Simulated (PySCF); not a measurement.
One ligand Y is varied and pulled off as a radical: Zn(Cl)1–Y. Gas-phase values, no solvent. One relaxed conformer stands for each flexible species; it need not be the lowest. Multiplicities are imposed; where one is given, others were not computed. Strings in code marks are SMILES.

The highest occupied spin orbital from two functionals at the same geometries (r2SCAN-D4/def2-SVP), both in PySCF: PBE-D3(BJ)/def2-TZVP and r2SCAN-D4/def2-TZVP. 

```json
[
 {"species": "free radical OH (`[OH]`)", "r2SCAN-D4/def2-TZVP (eV)": "-7.57"},
 {"species": "free radical NH2 (`[NH2]`)", "r2SCAN-D4/def2-TZVP (eV)": "-7.49"},
 {"species": "free radical CH3", "r2SCAN-D4/def2-TZVP (eV)": "-5.88"},
 {"species": "free radical OCH3 (`[O]C`)", "r2SCAN-D4/def2-TZVP (eV)": "-6.35"},
 {"species": "free radical N(CH3)2 (`C[N]C`)", "r2SCAN-D4/def2-TZVP (eV)": "-5.98"},
 {"species": "free radical SH (`[SH]`)", "r2SCAN-D4/def2-TZVP (eV)": "-6.40"}
]
```

**Question.** What does PBE-D3(BJ)/def2-TZVP give for each?

**Answer.** 
- free radical OH (`[OH]`): -7.16
- free radical NH2 (`[NH2]`): -7.16
- free radical CH3: -5.38
- free radical OCH3 (`[O]C`): -5.95
- free radical N(CH3)2 (`C[N]C`): -5.55
- free radical SH (`[SH]`): -6.12
Over these rows, drawn at random from the members with no instability flagged (it was tested for open shells, ions and some series alone), PBE minus r2SCAN-D4: mean +0.39 eV, from +0.28 eV to +0.49 eV.
